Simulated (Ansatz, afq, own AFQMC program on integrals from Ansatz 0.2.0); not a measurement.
**Ge₂H₆O, singlet: AFQMC among the cluster methods**

```yaml
atoms:
  - { symbol: Ge, position_ang: [-0.7178, 1.0882, -0.9394] }
  - { symbol: O, position_ang: [0.6969, 0.2009, -0.3332] }
  - { symbol: Ge, position_ang: [0.8168, -1.0747, 0.8974] }
  - { symbol: H, position_ang: [-1.7211, 0.0919, -1.5579] }
  - { symbol: H, position_ang: [-0.1802, 2.0610, -1.9986] }
  - { symbol: H, position_ang: [-1.3840, 1.8487, 0.2266] }
  - { symbol: H, position_ang: [2.3053, -1.4427, 0.9760] }
  - { symbol: H, position_ang: [-0.0336, -2.2872, 0.4629] }
  - { symbol: H, position_ang: [0.3061, -0.5324, 2.2490] }
```

Basis def2-TZVP. Only valence electrons are correlated. AFQMC by an in-house program on the Cholesky factors that Ansatz 0.2.0 writes for its CCSD(T) run. The CISD trial takes its coefficients from CCSD amplitudes. Released means that phaseless walkers are propagated on without the constraint, phases kept. Uncertainties: one standard error, sampling alone. No spin–orbit coupling.

Determinant: RHF, the one that the program's search chose, which needn't be the lowest solution. The geometry is a PBE0/def2-SVP stationary point of this or a neighbouring charge and spin state.

No full CI on the walks' own integrals is used here. The released AFQMC energy serves as the reference, which it does only where one determinant dominates, the energy is flat over the last release times and near the phaseless one (40 meV or 2 meV an electron, half that with transition metals). On small molecules, where full CI could be run and the noise was under 10 meV, such values lay within 10 meV of it in 19 cases of 20, a flattering rate, since the rule was set on those same cases; what remains of the bias isn't in the error bar.

Cautions: no relativity below Rb; no spin-orbit coupling; inner d shell frozen; the released value is read at 0.99 1/Eh with a noise of 14 meV, more than in the cases checked, later times being too noisy (meV from the phaseless value at times in 1/Eh: -10 ± 5 at 0.24, -6 ± 8 at 0.51, -4 ± 14 at 0.99, 3 ± 16 at 1.50).

- T1 diagnostic: 0.0124
- weight of the determinant in the CISD state: 0.826
- size of the correlated space: 20 electrons in 134 orbitals

```tsv
level	correlation energy (eV)
MP2	-12.8983
CCSD	-14.0157
CCSD(T)	-14.4726
```

Estimate where phaseless AFQMC with the Hartree–Fock trial lies against CCSD(T) on the same integrals.

12.2 ± 3.5 kJ/mol below CCSD(T).

Reference: AFQMC with the constraint released, correlation energy -14.530 ± 0.014 eV.

```tsv
level	E − E(reference) (kJ/mol)	share of correlation (%)
CCSD(T)	5.5 ± 1.3	99.61
ph-AFQMC/HF	-6.7 ± 3.8	100.48
ph-AFQMC/CISD	0.4 ± 1.5	99.97
```

Released energies are given only where the last usable release times agree within the noise; a slower fall can still hide under it.
